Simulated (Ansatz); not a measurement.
# P4 (SMILES P12P3P1P23), step by step

We compute a series of 8 runs (wPBEh/cc-pVDZ, U-wPBEh/cc-pVDZ) of P4. 

The results are computed with Ansatz 0.2.0.

### Step 1. The structure to begin with

P4: 4 atoms, total charge 0, spin state singlet. As SMILES, `P12P3P1P23`. The shape is that of a PBE0-D4/def2-TZVP optimisation.

Bond lengths: P1–P2 2.184 Å, P1–P3 2.184 Å, P2–P3 2.184 Å, P1–P4 2.184 Å, P2–P4 2.184 Å, P3–P4 2.184 Å. Some angles: P1–P2–P3 60.0°, P1–P2–P4 60.0°, P3–P2–P4 60.0°, P2–P1–P3 60.0°, P2–P1–P4 60.0°, P3–P1–P4 60.0°, P1–P3–P2 60.0°, P1–P3–P4 60.0°, P2–P3–P4 60.0°, P1–P4–P2 60.0°.

### Step 2. A single-point energy at wPBEh/cc-pVDZ (run 1)

The input, job.yaml:

```yaml
crystal:
  periodic: [false, false, false]
  atoms:
    - {symbol: P, position_ang: [-0.724800, -0.100000, 1.119400]}
    - {symbol: P, position_ang: [1.294900, 0.109800, 0.315700]}
    - {symbol: P, position_ang: [-0.185000, -1.091700, -0.749800]}
    - {symbol: P, position_ang: [-0.385100, 1.081900, -0.685200]}
basis:
  gaussian: {orbitals: cc-pVDZ}
hamiltonian: {xc: {name: wPBEh}}
output: {orbitals: {seedname: orbitals}}
```

Run with:

```sh
$ ansatz run job.yaml --threads 1 --pin off --max-ram 2610MiB --events-out events.jsonl --progress --plain --runs-dir runs
```

Standard output:

```text
Warning: RAYON_NUM_THREADS=1 ignored (pool sized by the plan → 1); use --threads N
Functional definition: wPBEh
  name "wPBEh"
  parameter a = 0.25
  parameter omega = 0.11/bohr
  exchange = wpbe_x - a*pbe_x_sr(omega) + a*exact_x_sr(omega)
  correlation = pbe_c
768 factors; integrals over basis functions are off by at most 1.0e-3 eV
59 factors; integrals over basis functions are off by at most 2.2e-7 eV
mean field evaluation 1: about -37143.5042 eV, gradient 1.3e1 eV
mean field evaluation 2: about -37143.2499 eV, gradient 1.6e1 eV
mean field evaluation 4: about -37144.1098 eV, gradient 4.2e-1 eV
mean field evaluation 8: about -37144.3653 eV, gradient 1.7e-2 eV
mean field -37144.36531222 eV, -1365.0302478692 hartree, gradient 2.3e-5 eV, S^2 0.000000; 0 other end points of the search recorded, 0 dependent functions left out
reference -37144.36533997 eV, -1365.0302488888 hartree; 30, 30 occupied and 42, 42 virtual orbitals, 768 factors
Total energy: -37144.36533997 eV, -1365.0302488888 hartree
```

It took 2.8 s on 1 thread of Arm Neoverse V1, shared host; peak memory 0.15 GiB.

### Step 3. The energy at U-wPBEh/cc-pVDZ (fill excite 0 0, maximum overlap yes) (run 2)

The input, input.yaml:

```yaml
crystal:
  periodic: [false, false, false]
  atoms:
    - {symbol: P, position_ang: [-0.724800, -0.100000, 1.119400]}
    - {symbol: P, position_ang: [1.294900, 0.109800, 0.315700]}
    - {symbol: P, position_ang: [-0.185000, -1.091700, -0.749800]}
    - {symbol: P, position_ang: [-0.385100, 1.081900, -0.685200]}
basis:
  gaussian: {orbitals: cc-pVDZ, initial_orbitals: start.molden, maximum_overlap: true}
magnetization: {spin_polarized: true, initial_magnetization: 0}
hamiltonian: {xc: {name: wPBEh}}
output: {orbitals: {seedname: orbitals}}
```

Run with:

```sh
$ ansatz run input.yaml --threads 1 --pin off --max-ram 2610MiB --events-out events.jsonl --progress --plain --runs-dir runs
```

Standard output:

```text
Warning: RAYON_NUM_THREADS=1 ignored (pool sized by the plan → 1); use --threads N
[... 6 set-up lines as earlier in the session ...]
these checks for a lower state are left out or cut short: stability, starts, cluster_reference, orbital_swaps, neighbouring_geometries, increment
768 factors; integrals over basis functions are off by at most 1.0e-3 eV
59 factors; integrals over basis functions are off by at most 2.2e-7 eV
mean field evaluation 1: about -37138.3731 eV, gradient 5.6e0 eV
mean field evaluation 2: about -37137.5881 eV, gradient 1.2e1 eV
mean field evaluation 4: about -37138.6502 eV, gradient 1.1e0 eV
mean field evaluation 8: about -37138.7026 eV, gradient 4.8e-1 eV
mean field evaluation 16: about -37138.8657 eV, gradient 1.5e0 eV
mean field evaluation 32: about -37138.8902 eV, gradient 7.2e-2 eV
mean field -37138.89034614 eV, -1364.8290465765 hartree, gradient 1.7e-6 eV, S^2 1.005918; 0 other end points of the search recorded, 0 dependent functions left out
reference -37138.89037532 eV, -1364.8290476489 hartree; 30, 30 occupied and 42, 42 virtual orbitals, 768 factors
Total energy: -37138.89037532 eV, -1364.8290476489 hartree
Checks for a lower state left out: stability, starts, cluster_reference, orbital_swaps, neighbouring_geometries, increment
```

It took 57 s on 1 thread of Arm Neoverse V1, shared host; peak memory 0.2 GiB.

Runs 3 to 7 aren't shown in full; the table further down has their settings and results.

### Step 4. The doublet cation: the energy at U-wPBEh/cc-pVDZ (run 8)

job.yaml, as its differences from that of step 2:

```diff
@@ -1 +1,3 @@
+basis:
+  gaussian: {orbitals: cc-pVDZ}
 crystal:
@@ -7,5 +9,4 @@
     - {symbol: P, position_ang: [-0.385100, 1.081900, -0.685200]}
-basis:
-  gaussian: {orbitals: cc-pVDZ}
+total_charge: 1
+magnetization: {spin_polarized: true, initial_magnetization: 1}
 hamiltonian: {xc: {name: wPBEh}}
-output: {orbitals: {seedname: orbitals}}
```

Run with:

```sh
$ ansatz run job.yaml --threads 1 --pin off --max-ram 2610MiB --events-out events.jsonl --progress --plain --runs-dir runs
```

Standard output:

```text
Warning: RAYON_NUM_THREADS=1 ignored (pool sized by the plan → 1); use --threads N
[... 6 set-up lines as earlier in the session ...]
768 factors; integrals over basis functions are off by at most 1.0e-3 eV
59 factors; integrals over basis functions are off by at most 2.2e-7 eV
mean field evaluation 1: about -37132.1126 eV, gradient 1.8e1 eV
mean field evaluation 2: about -37131.5809 eV, gradient 2.1e1 eV
mean field evaluation 4: about -37134.3603 eV, gradient 4.8e-1 eV
mean field evaluation 8: about -37134.6313 eV, gradient 7.1e-2 eV
mean field evaluation 16: about -37134.6315 eV, gradient 1.5e-2 eV
mean field evaluation 32: about -37134.6323 eV, gradient 2.0e-5 eV
mean field evaluation 64: about -37134.5555 eV, gradient 2.5e0 eV
mean field evaluation 96: about -37134.6196 eV, gradient 1.6e-1 eV
mean field evaluation 128: about -37134.1092 eV, gradient 3.6e0 eV
mean field evaluation 160: about -37134.6269 eV, gradient 1.9e-1 eV
mean field -37134.63234964 eV, -1364.6725680914 hartree, gradient 2.8e-6 eV, S^2 0.755445; 20 other end points of the search recorded, 0 dependent functions left out
reference -37134.63237486 eV, -1364.6725690182 hartree; 30, 29 occupied and 42, 43 virtual orbitals, 768 factors
Total energy: -37134.63237486 eV, -1364.6725690182 hartree
```

Run time: 61 s. Hardware: 1 thread of Arm Neoverse V1, shared host; peak memory 0.28 GiB.

### Step 5. The series

| run | level | starting guess | maximum overlap | partner | energy (Eh) | wall time |
| --- | --- | --- | --- | --- | --- | --- |
| 1 | wPBEh/cc-pVDZ | – | – | base | -1365.030249 | 2.8 s |
| 2 | U-wPBEh/cc-pVDZ (fill excite 0 0, maximum overlap yes) | ground-state orbitals | yes | excited | -1364.829048 | 57 s |
| 3 | U-wPBEh/cc-pVDZ | – | – | triplet | -1364.852891 | 82 s |
| 4 | U-wPBEh/cc-pVDZ (fill excite 1 1, maximum overlap yes) | ground-state orbitals | yes | excited | -1364.829043 | 74 s |
| 5 | U-wPBEh/cc-pVDZ (fill hole 1, maximum overlap yes) | ground-state orbitals | yes | core hole | -1285.674503 | 29 s |
| 6 | U-wPBEh/cc-pVDZ (fill hole 2, maximum overlap yes) | ground-state orbitals | yes | core hole | -1285.674503 | 29 s |
| 7 | U-wPBEh/cc-pVDZ (fill hole 27, maximum overlap yes) | ground-state orbitals | yes | valence hole | -1364.644442 | 27 s |
| 8 | U-wPBEh/cc-pVDZ | – | – | cation | -1364.672569 | 61 s |

### Step 6. Summary of results

```
                                          quantity           value
               doublet cation, run 8: total energy  -1364.67257 Eh
                       doublet cation, run 8: ⟨S²⟩           0.755
vertical ionisation energy (to the doublet cation)        9.733 eV
  vertical energy of the triplet above the singlet        4.826 eV
```

What this shows: The vertical ionisation energy comes to 9.73 eV (224 kcal/mol). −ε(HOMO) before ionisation, 7.27 eV, is 2.46 eV below this ionisation energy. At this shape the triplet lies 4.83 eV (111 kcal/mol) above the singlet. Spin contamination of the reference: run 4 ⟨S²⟩ = 1.01, run 2 ⟨S²⟩ = 1.01. Where it is this large, the reference is a mixture of spin states, and values that rest on it are in doubt. All runs together took 6 min, the longest 82 s.
